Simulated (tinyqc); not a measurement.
Extended Hueckel theory, for LiF, step by step. Computed by tinyqc, a small Python program that keeps every step (integrals from PySCF). Settings: charge = 0, K = 1.75, multiplicity = 1. Command: `OMP_NUM_THREADS=1 python tinyqc.py 29427 29428 out.jsonl` (the two numbers bound the seeds that draw the settings). One thread of a shared host (Intel(R) Xeon(R) Processor @ 2.60GHz), about 0.01 s of CPU time with the checks.

## Overlaps

Geometry (angstrom):
```
atom         x         y         z
Li    0.000000  0.000000  0.000000
F     0.000000  0.000000  1.400000
```

Parameters chosen for this run:
```
element  shell  Slater exponent   H_ii (eV)
F           2s         2.425000  -40.000000
F           2p         2.425000  -18.100000
Li          2s         0.650000   -5.400000
Li          2p         0.650000   -3.500000
```

Slater orbitals, each expanded in six Gaussians scaled to its exponent.

overlap S, order 1Li 2s, 1Li 2px, 1Li 2py, 1Li 2pz, 2F 2s, 2F 2px, 2F 2py, 2F 2pz:
```
[[1.000000, 0.000000, 0.000000, 0.000000, 0.296902, 0.000000, 0.000000, -0.064761],
 [0.000000, 1.000000, 0.000000, 0.000000, 0.000000, 0.160645, 0.000000, 0.000000],
 [0.000000, 0.000000, 1.000000, 0.000000, 0.000000, 0.000000, 0.160645, 0.000000],
 [0.000000, 0.000000, 0.000000, 1.000000, 0.431580, 0.000000, 0.000000, -0.051181],
 [0.296902, 0.000000, 0.000000, 0.431580, 1.000000, 0.000000, 0.000000, 0.000000],
 [0.000000, 0.160645, 0.000000, 0.000000, 0.000000, 1.000000, 0.000000, 0.000000],
 [0.000000, 0.000000, 0.160645, 0.000000, 0.000000, 0.000000, 1.000000, 0.000000],
 [-0.064761, 0.000000, 0.000000, -0.051181, 0.000000, 0.000000, 0.000000, 1.000000]]
```

## Wolfsberg-Helmholz matrix

diagonal H_ii (eV): [-5.400000, -3.500000, -3.500000, -3.500000, -40.000000, -18.100000, -18.100000, -18.100000]

K = 1.750000

H_ij = K' S_ij (H_ii + H_jj)/2 for i != j (the diagonal keeps H_ii), with K' = 1.75.

H (eV), order 1Li 2s, 1Li 2px, 1Li 2py, 1Li 2pz, 2F 2s, 2F 2px, 2F 2py, 2F 2pz:
```
[[-5.400000, 0.000000, 0.000000, 0.000000, -11.794437, 0.000000, 0.000000, 1.331643],
 [0.000000, -3.500000, 0.000000, 0.000000, 0.000000, -3.036197, 0.000000, 0.000000],
 [0.000000, 0.000000, -3.500000, 0.000000, 0.000000, 0.000000, -3.036197, 0.000000],
 [0.000000, 0.000000, 0.000000, -3.500000, -16.427027, 0.000000, 0.000000, 0.967328],
 [-11.794437, 0.000000, 0.000000, -16.427027, -40.000000, 0.000000, 0.000000, 0.000000],
 [0.000000, -3.036197, 0.000000, 0.000000, 0.000000, -18.100000, 0.000000, 0.000000],
 [0.000000, 0.000000, -3.036197, 0.000000, 0.000000, 0.000000, -18.100000, 0.000000],
 [1.331643, 0.000000, 0.000000, 0.967328, 0.000000, 0.000000, 0.000000, -18.100000]]
```

## Orbitals

valence electrons = 8

Solve H C = S C e through S^(-1/2); fill by pairs from the bottom, a degenerate level sharing its electrons equally; each orbital has its largest coefficient positive (the first on a tie).

orbital energies (eV): [-40.019797, -18.101751, -18.101128, -18.101128, -4.813733, -3.069725, -3.069725, 8.713185]

occupations: [2.000000, 2.000000, 2.000000, 2.000000, 0.000000, 0.000000, 0.000000, 0.000000]

coefficients, order 1Li 2s, 1Li 2px, 1Li 2py, 1Li 2pz, 2F 2s, 2F 2px, 2F 2py, 2F 2pz:
```
[[-0.002603, -0.010788, 0.000000, 0.000000, 0.860431, 0.000000, 0.000000, 0.622701],
 [0.000000, 0.000000, 0.006665, 0.005710, 0.000000, -0.473614, 0.895602, 0.000000],
 [0.000000, 0.000000, -0.005710, 0.006665, 0.000000, 0.895602, 0.473614, 0.000000],
 [-0.023416, -0.000755, 0.000000, 0.000000, -0.511429, 0.000000, 0.000000, 1.000194],
 [1.010661, 0.003460, 0.000000, 0.000000, -0.044898, 0.000000, 0.000000, -0.598333],
 [0.000000, 0.000000, 0.758321, 0.649659, 0.000000, 0.080134, -0.151532, 0.000000],
 [0.000000, 0.000000, -0.649659, 0.758321, 0.000000, -0.151532, -0.080134, 0.000000],
 [-0.001304, 0.999211, 0.000000, 0.000000, 0.038298, 0.000000, 0.000000, 0.096749]]
```

sum of one-electron energies = -188.647609 eV

Within a degenerate level the vectors are fixed only up to a rotation; this is one choice.

## Mulliken analysis

P = C n C^T; charge = valence electrons (F 7, Li 1) minus the sum of (P S)_ii on the atom; overlap population = 2 sum P_ij S_ij between two atoms.

charges: [1.013260, -1.013260]

Overlap populations:
```
pair      value
2-1   -0.029824
```
